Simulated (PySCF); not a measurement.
NO, SMILES [N]=O (connectivity only; charge and spin as stated), charge +1, multiplicity 1.

Geometry optimised at PBE0-D3(BJ)/def2-TZVPD.

Level of theory: M06-2X/def2-TZVPD run with PySCF.

The molecule is in vacuum.

Problem. Estimate the frontier levels, gap, dipole moment and polarisability. (The exact figures need the calculation; the answer reports its results.)

Solution. 
* **highest occupied level**: -27.25 eV
* **lowest empty level**: -11.26 eV
* **orbital gap**: 15.99 eV
* **dipole moment about the centre of nuclear charge**: 0.41 D
* **mean static polarisability**: 6.8 bohr³ (1.01 Å³)
* **polarisability, principal values**: 5.7, 5.7, 8.9 bohr³
